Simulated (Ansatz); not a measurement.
## Heat of formation of HNC (hydrogen isocyanide) from total energies

The species is HNC (3 atoms), meant as a singlet with charge 0. As SMILES, `[C-]#[NH+]`. The shape is that of a PBE0-D4/def2-TZVP optimisation.

```csv
atom,x (Å),y (Å),z (Å)
C,-0.6235,0.8835,-0.2415
N,0.0314,-0.0441,0.0122
H,0.5921,-0.8395,0.2293
```

Total energies at CCSD/aug-cc-pVTZ, 2 core orbitals frozen (Ansatz 0.2.0); the atoms run unrestricted:

| species | state | energy (Eh) |
| --- | --- | --- |
| HNC | singlet | -93.239449 |
| C | triplet | -37.779653 |
| N | quartet | -54.514368 |
| H | doublet | -0.499821 |

Harmonic wavenumbers at PBE0-D4/def2-TZVP, in cm⁻¹: 484, 484, 2128, 3828.

Measured heats of formation of the gaseous atoms at 298.15 K, in kJ/mol: C 716.9, N 472.4, H 218.0. Take 1 Eh = 2625.50 kJ/mol, 1 cm⁻¹ = 0.0119627 kJ/mol, RT = 2.479 kJ/mol.

Work out the heat of formation of the gas at 298 K.


1. Electronic atomisation energy: (-37.779653) + (-54.514368) + (-0.499821) − (-93.239449) = 0.445607 Eh = 1169.9 kJ/mol.
2. Zero-point energy: half the sum of the wavenumbers, 3462 cm⁻¹ = 41.4 kJ/mol.
3. Thermal vibrational enthalpy, Σ hcν̃/(exp(hcν̃/kT) − 1): 1.2 kJ/mol. Translation, rotation and pV of a linear molecule: 3.5 RT = 8.7 kJ/mol.
4. The 3 free atoms carry 5/2 RT each: 18.6 kJ/mol.
5. Atomisation enthalpy at 298 K: 1169.9 − 41.4 − 1.2 − 8.7 + 18.6 = 1137.2 kJ/mol.
6. Sum of the atoms' heats of formation: 1407.3 kJ/mol. Heat of formation: 1407.3 − 1137.2 = +270.1 kJ/mol.

The tabulated value is +192.0 kJ/mol (Active Thermochemical Tables), so this level is off by +78.1 kJ/mol, or 6.4 % of the atomisation enthalpy. Coupled cluster needs large bases for atomisation: in a finite one the molecule is underbound. Anharmonicity and any spin-orbit splitting of the molecule are left out, and so is core correlation.
